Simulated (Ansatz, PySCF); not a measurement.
Dissociation curve of SMILES ClB(Cl)Cl, singlet. The B1–Cl4 bond (B1 also carries Cl, Cl; Cl4 carries nothing else) is varied alone, starting from the PBE0/def2-TZVP optimised geometry.

- UHF/cc-pVTZ (Ansatz, a program for electronic structure)
- RHF/cc-pVTZ (Ansatz)
- UKS-PBE = unrestricted PBE/cc-pVTZ (Ansatz)
- RKS-PBE = restricted PBE/cc-pVTZ run with Ansatz
- UKS-PBE0 = unrestricted PBE0/cc-pVTZ (Ansatz)
- RKS-PBE0 = restricted PBE0/cc-pVTZ (Ansatz)
- UKS-B3LYP/6-31G* = unrestricted B3LYP/6-31G*, spherical d (PySCF)
- RKS-B3LYP/6-31G* = restricted B3LYP/6-31G*, spherical d run with PySCF
- UKS-LDA (SVWN5)/6-31G* = unrestricted LDA (SVWN5)/6-31G*, spherical d (PySCF)
- RKS-LDA (SVWN5)/6-31G* = restricted LDA (SVWN5)/6-31G*, spherical d in PySCF 2.14.0
- UKS-BP86/6-31G* = unrestricted BP86/6-31G*, spherical d run with PySCF
- RKS-BP86/6-31G* = restricted BP86/6-31G*, spherical d (PySCF)
- UKS-B3LYP/LANL2DZ = PySCF with unrestricted B3LYP/LANL2DZ, with its core potentials past Ne
- RKS-B3LYP/LANL2DZ = restricted B3LYP/LANL2DZ, with its core potentials past Ne run with PySCF

Scanned distances (Å): 1.40, 1.49, 1.57, 1.63, 1.67, 1.74, 1.80, 1.84, 1.92, 2.00, 2.14, 2.36, 2.61, 2.86, 3.09, 3.44, 3.82, 4.24, 4.69, 5.30, 6.10.

Question: Where does the unrestricted solution first break spin symmetry (<S²> of 0.01 or more)?

Answer: UHF: between 2.36 and 2.61 Å; UKS-PBE: between 3.09 and 3.44 Å; UKS-PBE0: between 2.86 and 3.09 Å; UKS-B3LYP/6-31G*: between 2.86 and 3.09 Å; UKS-LDA (SVWN5)/6-31G*: between 3.09 and 3.44 Å; UKS-BP86/6-31G*: between 3.09 and 3.44 Å; UKS-B3LYP/LANL2DZ: between 2.86 and 3.09 Å.

| R / Å | <S²> UHF | E(RHF) − E(UHF) / kJ/mol | <S²> UKS-PBE | E(RKS-PBE) − E(UKS-PBE) / kJ/mol | <S²> UKS-PBE0 | E(RKS-PBE0) − E(UKS-PBE0) / kJ/mol | <S²> UKS-B3LYP/6-31G* | E(RKS-B3LYP/6-31G*) − E(UKS-B3LYP/6-31G*) / kJ/mol | <S²> UKS-LDA (SVWN5)/6-31G* | E(RKS-LDA (SVWN5)/6-31G*) − E(UKS-LDA (SVWN5)/6-31G*) / kJ/mol | <S²> UKS-BP86/6-31G* | E(RKS-BP86/6-31G*) − E(UKS-BP86/6-31G*) / kJ/mol | <S²> UKS-B3LYP/LANL2DZ | E(RKS-B3LYP/LANL2DZ) − E(UKS-B3LYP/LANL2DZ) / kJ/mol |
|---|---|---|---|---|---|---|---|---|---|---|---|---|---|---|
| 1.40 | 0.00 | 0.0 | 0.00 | 0.0 | 0.00 | 0.0 | 0.00 | 0.0 | 0.00 | 0.0 | 0.00 | 0.0 | 0.00 | 0.0 |
| 1.49 | 0.00 | 0.0 | 0.00 | 0.0 | 0.00 | 0.0 | 0.00 | 0.0 | 0.00 | 0.0 | 0.00 | 0.0 | 0.00 | 0.0 |
| 1.57 | 0.00 | 0.0 | 0.00 | 0.0 | 0.00 | 0.0 | 0.00 | 0.0 | 0.00 | 0.0 | 0.00 | 0.0 | 0.00 | 0.0 |
| 1.63 | 0.00 | 0.0 | 0.00 | 0.0 | 0.00 | 0.0 | 0.00 | 0.0 | 0.00 | 0.0 | 0.00 | 0.0 | 0.00 | 0.0 |
| 1.67 | 0.00 | 0.0 | 0.00 | 0.0 | 0.00 | 0.0 | 0.00 | 0.0 | 0.00 | 0.0 | 0.00 | 0.0 | 0.00 | 0.0 |
| 1.74 | 0.00 | 0.0 | 0.00 | 0.0 | 0.00 | 0.0 | 0.00 | 0.0 | 0.00 | 0.0 | 0.00 | 0.0 | 0.00 | 0.0 |
| 1.80 | 0.00 | 0.0 | 0.00 | 0.0 | 0.00 | 0.0 | 0.00 | 0.0 | 0.00 | 0.0 | 0.00 | 0.0 | 0.00 | 0.0 |
| 1.84 | 0.00 | 0.0 | 0.00 | 0.0 | 0.00 | 0.0 | 0.00 | 0.0 | 0.00 | 0.0 | 0.00 | 0.0 | 0.00 | 0.0 |
| 1.92 | 0.00 | 0.0 | 0.00 | 0.0 | 0.00 | 0.0 | 0.00 | 0.0 | 0.00 | 0.0 | 0.00 | 0.0 | 0.00 | 0.0 |
| 2.00 | 0.00 | 0.0 | 0.00 | 0.0 | 0.00 | 0.0 | 0.00 | 0.0 | 0.00 | 0.0 | 0.00 | 0.0 | 0.00 | 0.0 |
| 2.14 | 0.00 | 0.0 | 0.00 | 0.0 | 0.00 | 0.0 | 0.00 | 0.0 | 0.00 | 0.0 | 0.00 | 0.0 | 0.00 | 0.0 |
| 2.36 | 0.00 | 0.0 | 0.00 | 0.0 | 0.00 | 0.0 | 0.00 | 0.0 | 0.00 | 0.0 | 0.00 | 0.0 | 0.00 | 0.0 |
| 2.61 | 0.35 | 8.2 | 0.00 | 0.0 | 0.00 | 0.0 | 0.00 | 0.0 | 0.00 | 0.0 | 0.00 | 0.0 | 0.00 | 0.0 |
| 2.86 | 0.71 | 49.9 | 0.00 | 0.0 | 0.00 | 0.0 | 0.00 | 0.0 | 0.00 | 0.0 | 0.00 | 0.0 | 0.00 | 0.0 |
| 3.09 | 0.87 | 98.0 | 0.00 | 0.0 | 0.34 | 7.1 | 0.26 | 3.8 | 0.00 | 0.0 | 0.00 | 0.0 | 0.32 | 5.9 |
| 3.44 | 0.96 | 168.4 | 0.37 | 6.7 | 0.61 | 30.7 | 0.56 | 23.1 | 0.15 | 0.8 | 0.37 | 6.2 | 0.61 | 28.1 |
| 3.82 | 1.00 | 232.2 | 0.58 | 20.8 | 0.77 | 57.2 | 0.71 | 46.1 | 0.48 | 10.1 | 0.58 | 20.4 | 0.76 | 53.2 |
| 4.24 | 1.01 | 287.1 | 0.69 | 34.0 | 0.86 | 81.1 | 0.80 | 66.9 | 0.63 | 21.9 | 0.69 | 34.0 | 0.85 | 75.8 |
| 4.69 | 1.01 | 331.4 | 0.75 | 43.9 | 0.92 | 100.0 | 0.86 | 83.0 | 0.70 | 31.2 | 0.75 | — | 0.90 | 93.5 |
| 5.30 | 1.01 | 374.1 | 0.78 | 51.9 | 0.96 | 117.1 | 0.89 | 96.8 | 0.75 | 38.4 | 0.78 | — | 0.94 | 108.5 |
| 6.10 | 1.01 | 409.9 | 0.81 | 57.2 | 0.99 | 130.5 | 0.92 | 106.6 | 1.21 | — | — | — | 0.96 | 118.7 |

Dashes: no converged value, or the column stops at the first point that the program doubted or that broke a chosen test of continuity, which isn't proof of a fault.
